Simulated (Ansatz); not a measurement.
dimethylamine cation (C2H7N), SMILES CNC (connectivity only; charge and spin as stated), charge +1, multiplicity 2. Atoms are numbered in the order given.

```xyz
10

C      1.2734    -0.0003     0.2114
N      0.0000     0.0000    -0.4387
C     -1.2734     0.0003     0.2114
H      1.8419     0.8811    -0.1162
H      1.1547    -0.0056     1.2902
H      1.8467    -0.8749    -0.1254
H      0.0000     0.0000    -1.4587
H     -1.8467     0.8749    -0.1254
H     -1.8419    -0.8811    -0.1162
H     -1.1547     0.0056     1.2902
```
Charge +1, spin multiplicity 2.

Geometry: B3LYP-D3(BJ)/def2-TZVP. The spin state was assumed, not searched.

Two levels are set side by side: PBE-D3(BJ)/def2-TZVP (Ansatz, a program for electronic structure) and B3LYP-D3(BJ)/def2-TZVP (Ansatz). Each level has its own optimised geometry; the coordinates shown are those of the second. Differences are taken from unrounded values.

| quantity | B3LYP-D3(BJ) |
|---|---|
| mean bond length (Å) | 1.161 |
| bond C1–N2 (Å) | 1.430 |
| bond N2–C3 (Å) | 1.430 |
| bond C1–H4 (Å) | 1.099 |
| bond C1–H5 (Å) | 1.085 |
| bond C1–H6 (Å) | 1.099 |
| bond N2–H7 (Å) | 1.020 |
| bond C3–H8 (Å) | 1.099 |
| bond C3–H9 (Å) | 1.099 |
| bond C3–H10 (Å) | 1.085 |

### Question
What does PBE-D3(BJ) give, and how far is it from B3LYP-D3(BJ)? (Estimate from the structure and the level; the computed values follow.)

### Answer

```json
[
 {"quantity": "mean bond length (Å)", "PBE-D3(BJ)": "1.167", "PBE-D3(BJ) minus B3LYP-D3(BJ)": "0.006"},
 {"quantity": "bond C1–N2 (Å)", "PBE-D3(BJ)": "1.425", "PBE-D3(BJ) minus B3LYP-D3(BJ)": "-0.004"},
 {"quantity": "bond N2–C3 (Å)", "PBE-D3(BJ)": "1.425", "PBE-D3(BJ) minus B3LYP-D3(BJ)": "-0.004"},
 {"quantity": "bond C1–H4 (Å)", "PBE-D3(BJ)": "1.109", "PBE-D3(BJ) minus B3LYP-D3(BJ)": "0.010"},
 {"quantity": "bond C1–H5 (Å)", "PBE-D3(BJ)": "1.094", "PBE-D3(BJ) minus B3LYP-D3(BJ)": "0.009"},
 {"quantity": "bond C1–H6 (Å)", "PBE-D3(BJ)": "1.109", "PBE-D3(BJ) minus B3LYP-D3(BJ)": "0.010"},
 {"quantity": "bond N2–H7 (Å)", "PBE-D3(BJ)": "1.027", "PBE-D3(BJ) minus B3LYP-D3(BJ)": "0.007"},
 {"quantity": "bond C3–H8 (Å)", "PBE-D3(BJ)": "1.109", "PBE-D3(BJ) minus B3LYP-D3(BJ)": "0.010"},
 {"quantity": "bond C3–H9 (Å)", "PBE-D3(BJ)": "1.109", "PBE-D3(BJ) minus B3LYP-D3(BJ)": "0.010"},
 {"quantity": "bond C3–H10 (Å)", "PBE-D3(BJ)": "1.094", "PBE-D3(BJ) minus B3LYP-D3(BJ)": "0.009"}
]
```

Exact exchange shortens and stiffens bonds; PBE has none. Differences between two approximate levels are no errors against the true value.
